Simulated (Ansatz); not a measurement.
We consider tetradymite Bi2Te3, described by PBE in Ansatz (plane waves, PAW).

Numerical settings: plane-wave cutoff 500 eV, 10×10×10 k mesh, Fermi–Dirac smearing 0.05 eV, scalar-relativistic PAW data made under PBE.

Cell (relaxed at this level):

```cif
data_Bi2Te3
_chemical_formula_sum 'Bi2 Te3'
_space_group_name_H-M_alt 'P 1'
_space_group_IT_number 1
_cell_length_a 10.98930
_cell_length_b 10.98930
_cell_length_c 10.98930
_cell_angle_alpha 23.351
_cell_angle_beta 23.351
_cell_angle_gamma 23.351
loop_
_space_group_symop_operation_xyz
  'x, y, z'
loop_
_atom_site_label
_atom_site_type_symbol
_atom_site_fract_x
_atom_site_fract_y
_atom_site_fract_z
_atom_site_occupancy
Bi1 Bi 0.39741 0.39741 0.39741 1
Bi2 Bi 0.60259 0.60259 0.60259 1
Te1 Te 0.00000 0.00000 0.00000 1
Te2 Te 0.21565 0.21565 0.21565 1
Te3 Te 0.78435 0.78435 0.78435 1
```

Predict the band gap.


* **band gap**: 0.52 eV (on the SCF k mesh)

Note: the cell comes from a level without a dispersion term, which matters for the spacing of layers, chains or molecules.

Spin–orbit coupling is not included; with these elements it can move the gap by several tenths of an eV or more.

The result took very roughly 7 core-minutes.

Ansatz is a quantum-chemistry and plane-wave program.
